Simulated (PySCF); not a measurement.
Method: PBE-D3(BJ)/def2-TZVP // PBE0-D3(BJ)/def2-TZVP (PySCF). Gas-phase values, no solvent. Excitations are Tamm–Dancoff values on a coarser integration grid. The basis has no diffuse functions, so Rydberg states are missing or too high.

Reference species (SMILES): `CB(F)F` (neutral, multiplicity 1).

The T1 excitation (TDA) is 7.45 eV. The HOMO is -8.60 eV.

Changed species: `FB(F)F` (0 of 3 F replaced by CH3; the reference has 1 of 3 F replaced by CH3).

Q: Predict the effect on the T1 excitation (TDA) and HOMO.

A: the T1 excitation (TDA) goes up by 2.05 eV, to 9.50 eV; the HOMO drops by 1.39 eV, to -9.99 eV.
